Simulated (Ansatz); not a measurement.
```yaml
crystal:
  periodic: [false, false, false]
  atoms:
    - {symbol: F, position_ang: [-5.335848, -0.191870, -0.085237]}
    - {symbol: C, position_ang: [-2.980646, -1.449990, 0.974595]}
    - {symbol: C, position_ang: [-0.459086, -1.261819, -0.691148]}
    - {symbol: N, position_ang: [2.072290, -1.818038, -1.692626]}
    - {symbol: C, position_ang: [1.983666, 0.854185, 0.093552]}
    - {symbol: H, position_ang: [1.941070, 2.982669, -0.992219]}
    - {symbol: H, position_ang: [2.913415, 0.735263, 2.292763]}
basis:
  gaussian: {orbitals: "6-31++G**", point_charges: [{charge: -1.00, position_ang: [6.023, 0.903, 0.562]}]}
hamiltonian: {xc: {name: SPW92}}
output: {forces: true}
```

```sh
$ ansatz run in.yaml --threads 2 --pin off --events-out ev --progress --plain --max-ram 4352MiB
```

Shortened log:

```
Functional definition: SPW92
1040 factors; their error is unknown
mean field evaluation 1: about -7154.0409 eV, gradient 1.4e2 eV
mean field evaluation 2: about -6127.6542 eV, gradient 3.3e2 eV
mean field evaluation 4: about -6637.3239 eV, gradient 2.8e2 eV
mean field evaluation 8: about -7247.0434 eV, gradient 2.9e1 eV
mean field evaluation 16: about -7253.0583 eV, gradient 7.9e-1 eV
mean field evaluation 32: about -7253.3249 eV, gradient 5.9e-3 eV
mean field -7253.32492248 eV, -266.5547744209 hartree, gradient 5.0e-6 eV, S^2 0.000000; 10 other end points of the search recorded, 0 dependent functions left out
reference -7253.32500615 eV, -266.5547774957 hartree; 18, 18 occupied and 89, 89 virtual orbitals, 1040 factors
Total energy: -7253.32500615 eV, -266.5547774957 hartree
Atom 0 at    -5.335848    -0.191870    -0.085237 Å, force     1.262660    -0.665178     0.543083 eV/Å
Atom 1 at    -2.980646    -1.449990     0.974595 Å, force    -0.101441     0.713830    -1.243506 eV/Å
Atom 2 at    -0.459086    -1.261819    -0.691148 Å, force     1.250586    -0.004202     0.056214 eV/Å
Atom 3 at     2.072290    -1.818038    -1.692626 Å, force    -1.934323     1.110394     1.252405 eV/Å
Atom 4 at     1.983666     0.854185     0.093552 Å, force     0.265378     0.481688     0.314965 eV/Å
Atom 5 at     1.941070     2.982669    -0.992219 Å, force     0.103095    -1.790570     0.918842 eV/Å
Atom 6 at     2.913415     0.735263     2.292763 Å, force    -0.572963     0.135832    -1.918770 eV/Å
Dipole moment:     2.574529     0.390034     0.662441 e Å
```

(1) What is wrong with this run?

## Answers

(1) The geometry is stretched to more than twice its size. The calculation finished and met its thresholds. The result belongs to that input, not to the molecule as meant.
